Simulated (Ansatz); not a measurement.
Ansatz (a quantum-chemistry and plane-wave program) input (CCSD(T)/STO-3G):

Ansatz 0.2 input:
```yaml
crystal:
  periodic: [false, false, false]
  atoms:
    - {symbol: O, position_ang: [0.36963845, 0.69252623, -1.55316292]}
    - {symbol: C, position_ang: [0.12783134, 0.25596502, -0.54776687]}
    - {symbol: S, position_ang: [-0.19364496, -0.48553451, 0.89295304]}
    - {symbol: H, position_ang: [-0.62577635, 0.69255211, 1.42465592]}
basis:
  gaussian:
    orbitals: STO-3G
total_charge: 1
magnetization: {spin_polarized: false}
correlation: {method: ccsd_t, electrons: outside_noble_gas}
```

End of the output:

```
integrals: 0.00 GiB planned
248 factors; integrals over basis functions are off by at most 2.8e-5 eV
mean field: 0.05 GiB planned
mean field evaluation 1: about -13730.7090 eV, gradient 3.7e1 eV
mean field evaluation 2: about -13730.7475 eV, gradient 3.7e1 eV
mean field evaluation 4: about -13734.8193 eV, gradient 2.2e0 eV
mean field evaluation 8: about -13734.8553 eV, gradient 2.8e-2 eV
mean field evaluation 16: about -13734.7731 eV, gradient 2.2e0 eV
mean field -13734.85151902 eV, -504.7464835073 hartree, gradient 1.1e-6 eV, S^2 0.000000; 0 other end points of the search recorded, 0 dependent functions left out
7 core orbitals not correlated
reference -13734.85151902 eV, -504.7464835073 hartree; 8, 8 occupied and 5, 5 virtual orbitals, 248 factors
second order -4.88850529 eV of doubles, -0.00000000 eV of singles
coupled cluster: 0.04 GiB planned
cycle   1  -4.79503103 eV  change    9.3e-2 eV  update   1.0e-1
cycle   2  -5.06615701 eV  change   -2.7e-1 eV  update   3.3e-2
cycle   3  -5.16575776 eV  change   -1.0e-1 eV  update   1.5e-2
cycle   4  -5.17532916 eV  change   -9.6e-3 eV  update   3.7e-3
cycle   5  -5.17678272 eV  change   -1.5e-3 eV  update   1.3e-3
cycle   6  -5.17679901 eV  change   -1.6e-5 eV  update   4.0e-4
cycle   7  -5.17679252 eV  change    6.5e-6 eV  update   1.4e-4
cycle   8  -5.17681252 eV  change   -2.0e-5 eV  update   5.2e-5
cycle   9  -5.17679800 eV  change    1.5e-5 eV  update   1.3e-5
perturbative correction -0.21993666 eV, -0.0080825233 hartree
Total energy: -13740.24825368 eV, -504.9448098480 hartree
```

It need not be the lowest isomer of its formula.
